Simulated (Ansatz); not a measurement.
**NH$_{3}$, singlet: the ladder up to full CI**

Geometry: a point of a stretch scan, not a stationary point.

```xyz
4

N     0.0477    0.0842   -0.1051
H     0.9859    0.0973    0.2753
H    -0.4352    0.8925    0.2671
H    -1.2142   -2.1603    0.9186
```

Basis 6-31G; Ansatz 0.2.0. Only valence electrons are correlated (noble-gas cores frozen), which leaves 8 electrons in 14 orbitals. R marks a restricted (for open shells ROHF) determinant, U an unrestricted one. Active spaces: valence = (8e, 7o) chosen from the atoms' valence shells; pair = (2e, 2o) about the gap.

Full CI is exact within this basis and frozen core; it isn't the basis-set limit. The frozen core follows each run's orbitals, which can shift R against U totals by a few meV.

Unrestricted rows (U) aren't spin-pure: their determinants' ⟨S²⟩ exceeds S(S+1) by up to 1.00, so they mix in states of higher spin.

The UHF ⟨S²⟩ is 0.996 and the T1 diagnostic (RCCSD) is 0.0528. The largest doubles amplitude (RCCSD) is 0.747.

```
    level  E − E(RHF) (eV)
      UHF          -4.4770
     RMP2          -5.3517
     UMP2          -6.8100
   RCCSD*          -6.9821
    UCCSD          -7.2035
RCCSD(T)*          -7.4655
 UCCSD(T)          -7.2307
```

**Question.** Estimate how far full CI in 6-31G lies from RCCSD(T). The table doesn't fix it; the size of (T) and the diagnostics are the guide.

**Answer.** Full CI in 6-31G lies 181 meV above RCCSD(T), which is 37 % of the (T) step (-483 meV). (T) overshoots here: it takes the energy past the reference. The miss exceeds 1 kcal/mol.

The other levels:

| level | E − E(full CI) (meV) | share of correlation (%) | wall time |
| --- | --- | --- | --- |
| CISD | 1139 | 84.36 | 0.18 s |
| BCCD(T)* | -114 | 101.56 | 0.45 s |
| RCCSDT* | 14 | 99.81 | – |
| UCCSDT* | 13 | 99.82 | – |
| CISDTQ | 48 | 99.34 | 0.51 s |
| RCCSDT(Q)* | -7 | 100.10 | 0.96 s |
| UCCSDT(Q)* | -1 | 100.01 | 4.8 s |
| RCCSDTQ* | 2 | 99.97 | 4.2 s |
| UCCSDTQ* | 2 | 99.97 | 19 s |
| CASSCF (pair space) | 2814 | 61.38 | – |
| NEVPT2 (pair space) | 428 | 94.13 | 0.09 s |
| MRCISD (pair space) | 122 | 98.33 | – |
| MRCISD+Q (pair space) | 11 | 99.85 | 0.21 s |
| CASSCF (valence space) | 1464 | 79.90 | – |
| NEVPT2 (valence space) | 279 | 96.17 | 0.51 s |
| MRCISD (valence space) | 35 | 99.52 | – |
| MRCISD+Q (valence space) | 5 | 99.93 | 0.9 s |

An asterisk marks runs whose energy the program itself flagged as in doubt.

The correlation energy at full CI, counted from RHF, is -7.285 eV. That run took 1.8 s on 1 thread of Arm Neoverse V2, shared host over 501,761 determinants.

Times hold each run's SCF and search for its determinant on a shared host, so for small cases they say little of a method's own cost; they ran on 1 thread of Arm Neoverse V2.

More than 5 meV below full CI, which no variational method can be: RCCSD(T), BCCD(T), RCCSDT(Q).

The full-CI state has the irrep A' of Cs, in the program's axes.

Natural occupations of full CI about the gap: 1.983 1.971 1.967 1.232 0.762 0.028 0.026 0.014 0.008 0.004; effectively unpaired electrons, Σ n²(2−n)², 1.80. No single determinant describes this state well, so single-reference rows can miss without a flag.
